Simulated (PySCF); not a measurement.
# BHLYP/6-31G(d) (spherical functions) run of C2H4Cl2 (1,2-dichloroethane)

What is the vertical ionisation energy of C2H4Cl2 (1,2-dichloroethane) at BHLYP/6-31G* (spherical functions)? The job is set up through a Python script.

The calculation is run with PySCF 2.14.0.

2 further runs of the same task are left out: 2 set aside as unsound or not needed.

### Step 1. The structure to begin with

The species is C2H4Cl2 (8 atoms), meant as a singlet with charge 0. As SMILES, `ClCCCl`. Geometry: relaxed at PBE0-D4/def2-TZVP. This is one conformer, not always the lowest.

Bond lengths: Cl1–C2 1.776 Å, C2–C3 1.504 Å, C3–Cl4 1.776 Å, C2–H5 1.091 Å, C2–H6 1.089 Å, C3–H7 1.091 Å, C3–H8 1.089 Å. Some angles: Cl1–C2–C3 112.5°, C2–C3–Cl4 112.5°, Cl1–C2–H5 107.0°, Cl1–C2–H6 107.4°, C3–C2–H5 109.3°, C3–C2–H6 111.2°, C2–C3–H7 109.3°, C2–C3–H8 111.2°, Cl4–C3–H7 107.0°, Cl4–C3–H8 107.4°.

### Step 2. The energy at BHLYP/6-31G(d) (spherical functions)

input.xyz

```xyz
8
C2H4Cl2
Cl    -2.043530     0.146710    -0.469250
C     -0.462920     0.562090     0.226000
C      0.627600    -0.371560    -0.222240
Cl     0.432340    -2.010930     0.432390
H     -0.226170     1.575680    -0.101920
H     -0.570340     0.551100     1.309740
H      1.589520     0.001780     0.133100
H      0.653500    -0.454880    -1.307840
```

run.py

```python
from pyscf import gto, dft

mol = gto.M(
    atom='input.xyz',
    spin=0,
    charge=0,
    verbose=4,
    basis='6-31g*',
    max_memory=1860,
)

mf = dft.RKS(mol)
mf.xc = 'bhandhlyp'
mf.conv_tol = 1e-10
mf.grids.level = 5
mf.kernel()
if not mf.converged:
    mf = mf.newton().run(mf.mo_coeff, mf.mo_occ)

e_final = mf.e_tot
print('Final energy', e_final)
```

Run with:

```bash
$ OMP_NUM_THREADS=1 python run.py
```

Log:

```text
PySCF version 2.14.0

[INPUT] num. atoms = 8
[INPUT] num. electrons = 50
[INPUT] charge = 0
[INPUT] spin (= nelec alpha-beta = 2S) = 0
[INPUT] symmetry False subgroup None
[INPUT] Mole.unit = angstrom
[INPUT] Symbol           X                Y                Z      unit          X                Y                Z       unit  Magmom
[INPUT]  1 Cl    -2.043530000000   0.146710000000  -0.469250000000 AA   -3.861712027332   0.277241719735  -0.886753983952 Bohr   0.0
[INPUT]  2 C     -0.462920000000   0.562090000000   0.226000000000 AA   -0.874792017584   1.062196157357   0.427078104152 Bohr   0.0
[INPUT]  3 C      0.627600000000  -0.371560000000  -0.222240000000 AA    1.185992115777  -0.702146638843  -0.419972733923 Bohr   0.0
[INPUT]  4 Cl     0.432340000000  -2.010930000000   0.432390000000 AA    0.817004192694  -3.800106955672   0.817098679001 Bohr   0.0
[INPUT]  5 H     -0.226170000000   1.575680000000  -0.101920000000 AA   -0.427399357593   2.977603659955  -0.192600886616 Bohr   0.0
[INPUT]  6 H     -0.570340000000   0.551100000000   1.309740000000 AA   -1.077786397884   1.041428067248   2.475049894388 Bohr   0.0
[INPUT]  7 H      1.589520000000   0.001780000000   0.133100000000 AA    3.003757469519   0.003363712502   0.251522547180 Bohr   0.0
[INPUT]  8 H      0.653500000000  -0.454880000000  -1.307840000000 AA    1.234936022403  -0.859598619542  -2.471459414751 Bohr   0.0

nuclear repulsion = 203.328104772751
number of shells = 36
number of NR pGTOs = 172
number of NR cGTOs = 72
basis = 6-31g*
ecp = {}

******** <class 'pyscf.dft.rks.RKS'> ********
method = RKS
initial guess = minao
damping factor = 0
level_shift factor = 0
DIIS = <class 'pyscf.scf.diis.CDIIS'>
diis_start_cycle = 1
diis_space = 8
diis_damp = 0
SCF conv_tol = 1e-10
SCF conv_tol_grad = None
SCF max_cycles = 50
direct_scf = True
direct_scf_tol = 1e-13
XC library pyscf.dft.libxc version 7.0.0
    S. Lehtola, C. Steigemann, M. J.T. Oliveira, and M. A.L. Marques.,  SoftwareX 7, 1–5 (2018)
XC functionals = bhandhlyp
    Defined through Gaussian implementation.
radial grids:
    Treutler-Ahlrichs [JCP 102, 346 (1995); DOI:10.1063/1.469408] (M4) radial grids

becke partition: Becke, JCP 88, 2547 (1988); DOI:10.1063/1.454033
pruning grids: <function nwchem_prune>
grids dens level: 5
symmetrized grids: False
atomic radii adjust function: <function treutler_atomic_radii_adjust>
small_rho_cutoff = 0
Set gradient conv threshold to 1e-05
Initial guess from minao.
tot grids = 266216
init E= -999.283156833451
  HOMO = -0.354712566258514  LUMO = -0.00540177895870064  gap/eV = 9.50523
cycle= 1 E= -998.891858554051  delta_E= 0.391  |g|= 0.329  |ddm|= 2.51
  HOMO = -0.329627390060172  LUMO = 0.0558571043357849  gap/eV = 10.48957
cycle= 2 E= -998.901083586424  delta_E= -0.00923  |g|= 0.32  |ddm|= 0.887
  HOMO = -0.352660976377134  LUMO = 0.0717071861118113  gap/eV = 11.54765
cycle= 3 E= -998.928474389283  delta_E= -0.0274  |g|= 0.0301  |ddm|= 0.396
  HOMO = -0.359055280324718  LUMO = 0.0673348987680047  gap/eV = 11.60267
cycle= 4 E= -998.928736637651  delta_E= -0.000262  |g|= 0.0113  |ddm|= 0.0519
  HOMO = -0.356699361120466  LUMO = 0.0699457497542388  gap/eV = 11.60960
cycle= 5 E= -998.928775006484  delta_E= -3.84e-05  |g|= 0.00155  |ddm|= 0.0173
  HOMO = -0.357007034648257  LUMO = 0.0697429098712887  gap/eV = 11.61246
cycle= 6 E= -998.928775820878  delta_E= -8.14e-07  |g|= 0.000414  |ddm|= 0.0035
  HOMO = -0.356977776803852  LUMO = 0.0697593842922499  gap/eV = 11.61211
cycle= 7 E= -998.928775881331  delta_E= -6.05e-08  |g|= 6.18e-05  |ddm|= 0.000879
  HOMO = -0.356983441741428  LUMO = 0.0697635124461451  gap/eV = 11.61238
cycle= 8 E= -998.928775882989  delta_E= -1.66e-09  |g|= 7.11e-06  |ddm|= 0.000181
  HOMO = -0.356983433085782  LUMO = 0.0697637155869728  gap/eV = 11.61238
cycle= 9 E= -998.928775883011  delta_E= -2.18e-11  |g|= 1.62e-06  |ddm|= 1.39e-05
  HOMO = -0.356983584623144  LUMO = 0.0697634709400097  gap/eV = 11.61238
Extra cycle  E= -998.92877588301  delta_E= 6.82e-13  |g|= 7.65e-07  |ddm|= 3.05e-06
converged SCF energy = -998.92877588301
Final energy -998.92877588301
```

Wall time 13 s (1 thread of Arm Neoverse V2, shared host); peak memory 0.38 GiB.

### Step 3. The doublet cation, same level

run.py

```python
from pyscf import gto, dft

mol = gto.M(
    atom='''
Cl  -2.043530   0.146710  -0.469250
C   -0.462920   0.562090   0.226000
C    0.627600  -0.371560  -0.222240
Cl   0.432340  -2.010930   0.432390
H   -0.226170   1.575680  -0.101920
H   -0.570340   0.551100   1.309740
H    1.589520   0.001780   0.133100
H    0.653500  -0.454880  -1.307840
''',
    max_memory=1860,
    basis='6-31g*',
    spin=1,
    charge=1,
    verbose=3,
)

mf = dft.UKS(mol, xc='bhandhlyp')
mf.grids.level = 5
mf.conv_tol = 1e-10
mf.kernel()
if not mf.converged:
    mf = mf.newton().run(mf.mo_coeff, mf.mo_occ)

energy = mf.e_tot
print('E = %.10f Eh' % energy)
```

Run with:

```bash
$ OMP_NUM_THREADS=1 python run.py
```

Log:

```text
WARN: HOMO -0.354712566258514 >= LUMO -0.354712566258513

converged SCF energy = -998.521778171116  <S^2> = 0.75496982  2S+1 = 2.0049637
E = -998.5217781711 Eh
```

Run time: 36 s. Hardware: 1 thread of Arm Neoverse V2, shared host; peak memory 0.4 GiB.

### Step 4. Summary of results

Level: BHLYP/6-31G* (spherical functions).

| quantity | value |
| --- | --- |
| singlet C2H4Cl2: total energy | -998.92878 Eh |
| singlet C2H4Cl2: dipole moment | 2.96 D |
| singlet C2H4Cl2: HOMO energy | -9.71 eV |
| singlet C2H4Cl2: LUMO energy | 1.90 eV |
| singlet C2H4Cl2: HOMO–LUMO gap | 11.61 eV |
| doublet cation: total energy | -998.52178 Eh |
| doublet cation: HOMO energy (highest over α and β) | -15.03 eV |
| doublet cation: LUMO energy (lowest over α and β) | -12.36 eV |
| doublet cation: ⟨S²⟩ | 0.755 |
| vertical ionisation energy (to the doublet cation) | 11.075 eV |

In words: The vertical ionisation energy comes to 11.07 eV (1069 kJ/mol). −ε(HOMO) before ionisation, 9.71 eV, is 1.36 eV below this ionisation energy. Mulliken charges (singlet C2H4Cl2) run from -0.38 on C2 to +0.23 on H6; they depend strongly on the basis.
